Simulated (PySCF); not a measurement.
Species: C2H3Si (charge -1).
SMILES with atom numbers: `[CH:1]#[C:2][SiH2-:3]` (hydrogens: H4 on C1; H5, H6 on Si3)

Cartesian coordinates in Å at the PBE0-D3(BJ)/def2-SVP level; atoms count from 1:
```
atom  x, y, z in Å
C1     1.843   -0.706   -0.616
C2     0.702   -0.583   -0.179
Si3   -0.964   -0.281    0.692
H4     2.837   -0.820   -1.007
H5    -1.688    0.276   -0.557
H6    -1.499   -1.720    0.497
```

All values: PBE0/pcSseg-1 (PySCF, non-relativistic), on one gas-phase PBE0-D3(BJ)/def2-SVP geometry that isn't relaxed in the solvent. The solvent is an IEF-PCM continuum (Bondi radii, 1.10 Å for H, scaled by 1.2). Only the electrostatic response of the medium enters.

Gas phase at PBE0/pcSseg-1: HOMO -0.05 eV, LUMO 5.51 eV.

Task: What does the continuum do to the energy and the frontier levels at PBE0/pcSseg-1 in chloroform and dichloromethane?

Result: 
```json
{"solvent": "chloroform", "ε": "4.711", "E(solvent) − E(gas) (kJ/mol)": "-189.03", "polarisation term (kJ/mol)": "-192.15", "distortion of the solute (kJ/mol)": "3.12", "HOMO (eV)": "-3.87", "LUMO (eV)": "1.85"}
{"solvent": "dichloromethane", "ε": "8.93", "E(solvent) − E(gas) (kJ/mol)": "-214.52", "polarisation term (kJ/mol)": "-218.99", "distortion of the solute (kJ/mol)": "4.47", "HOMO (eV)": "-4.37", "LUMO (eV)": "1.38"}
```

The polarisation term is half the interaction of the solute with the surface charges that it induces; the rest is the cost of distorting the solute's density. The sum is the electrostatic part of solvation alone. From chloroform to dichloromethane the lowering changes by a factor 1.13, Born's factor 1 − 1/ε by 1.13 and ε itself by 1.9.

Task: Which radius a makes Born's formula ΔE = −(q²/2a)(1 − 1/ε) give the value in dichloromethane?

Result: a = q²(1 − 1/ε)/(2|ΔE|) = 2.88 Å, with q = -1 e and |ΔE| = 0.0817 Eh; the farthest nucleus lies 2.76 Å from the centroid of the nuclei. The formula assumes a point charge at the centre of a sphere.

Task: Which IAO charges (PBE0/pcSseg-1) respond most in chloroform (means over atoms taken as equivalent)?

Result: 
| atoms | environment | gas (e) | solvent (e) | change |
| --- | --- | --- | --- | --- |
| C2 | alkyne carbon | -0.245 | -0.286 | -0.041 |
| H4 | alkyne hydrogen | +0.152 | +0.183 | +0.031 |
| C1 | terminal alkyne carbon | -0.380 | -0.355 | +0.025 |
| Si3 | silicon bonded to C and 2 H | -0.198 | -0.211 | -0.013 |
| H5/H6 | Si–H hydrogen | -0.164 | -0.166 | -0.002 |

Cost: about 2.9 s of CPU time on one thread; the machine was shared, so the figure is rough. This is the whole shielding run at PBE0/pcSseg-1 in dichloromethane, SCF included.
